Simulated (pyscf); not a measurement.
Optimised with ωB97X-D3(BJ)/def2-SVP in PySCF. MP2 and CC: frozen core, UHF for open shells. ΔMP2 is the change of the MP2 total energy from the triple- to the quadruple-zeta basis.

**Question.** What are the homolytic bond dissociation enthalpies (298 K) of `[PH]=[GaH]` at CCSD(T)/def2-TZVPP + ΔMP2(QZVPP), weakest first?

**Answer.** Ga–H to [HP=Ga]• + H•: 68.3 kcal/mol; H–P to •P=GaH + H•: 80.7 kcal/mol. Ring and multiple bonds, and those that leave no two simple radicals, are not listed. The radicals are drawn with the spin at the cut bond; how far it spreads was not checked. HP=GaH lies 17.6 kcal/mol over its isomer H₂P–Ga [singlet], and others may lie lower still (electronic energy, ωB97M-D3(BJ)). •P=GaH lies 15.4 kcal/mol over its isomer [HP=Ga]•, and others may lie lower still (electronic energy, ωB97M-D3(BJ)). The CCSD(T) − MP2 part came from Ansatz, without density fitting, on the same reference. The frozen core leaves the outer d or s,p core shells of the metals and heavy elements correlated in the MP2 and CC values, and def2-TZVPP describes them poorly, which can shift differences by a few kcal/mol. The term symbol of open-shell •P=GaH was not checked; spin-orbit terms are left out. Elements up to Kr have no core potential and no relativistic terms here.
